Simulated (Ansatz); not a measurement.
How the band gap of Sb₂Se₃ (Pnma, No. 62) moves with the method

No measured value is used here.

```tsv
level (code)	value (eV)	cell (Å³/atom)
LDA (Ansatz)	0.72	25.60
r²SCAN+rVV10 (Ansatz)	1.11	27.80
G0W0@PBEsol (Ansatz)	1.37	27.09
```

Computed values are for a static lattice. Levels without +SOC have no spin–orbit coupling; where heavier elements are present it shifts gaps, mostly down, and can invert bands.  Values are at the level's own equilibrium cell; G0W0@PBEsol at a fixed cell, not relaxed at this level and not confirmed as the measured one. Cutoffs differ between the levels. Ansatz's density-functional and Hartree–Fock values are scalar-relativistic unless marked +SOC, with PAW data made under PBE.

Ansatz is an electronic-structure program.
